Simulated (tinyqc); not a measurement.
The basis set: RHF and MP2 along a ladder of basis sets, for CH3+, spin multiplicity 1. Computed by the program tinyqc with PySCF. 

Geometry (angstrom):

| atom | x | y | z |
|---|---|---|---|
| C | 0.0000 | 0.0000 | 0.0940 |
| H | 1.0180 | 0.0000 | 0.0000 |
| H | -0.5090 | 0.8810 | 0.0000 |
| H | -0.5090 | -0.8810 | 0.0000 |

Same geometry throughout; the dipole is taken about the origin.

RHF and frozen-core MP2 in a ladder of bases:

| basis | functions | E(RHF) (hartree) | E(MP2 corr) (hartree) | HOMO (eV) | LUMO (eV) | dipole (debye) |
|---|---|---|---|---|---|---|
| sto-3g | 8 | -38.749043 | -0.036738 | -27.4199 | -7.3138 | 0.3443 |
| 3-21g | 15 | -38.998140 | -0.064146 | -26.8175 | -8.0004 | 0.3138 |
| 6-31g | 15 | -39.205063 | -0.061471 | -26.7237 | -7.9044 | 0.3149 |
| 6-31g** | 29 | -39.224480 | -0.107570 | -26.7250 | -7.8351 | 0.3281 |
| cc-pvdz | 29 | -39.221173 | -0.102804 | -26.6944 | -7.8805 | 0.3471 |
| aug-cc-pvdz | 50 | -39.222320 | -0.105814 | -26.6917 | -7.9795 | 0.3423 |
| cc-pvtz | 72 | -39.236287 | -0.130522 | -26.7215 | -7.9351 | 0.3373 |

From cc-pVDZ to cc-pVTZ the RHF energy falls by 15.1 mhartree and the correlation energy by 27.7. If valence correlation converges as X^-3, (27 E(T) - 8 E(D))/19 gives -0.1422 hartree, a rough estimate from such small X that usually falls short; STO-3G holds about 26 % of it. Beyond STO-3G the LUMO moves by 0.2 eV and the HOMO by 0.1 eV.
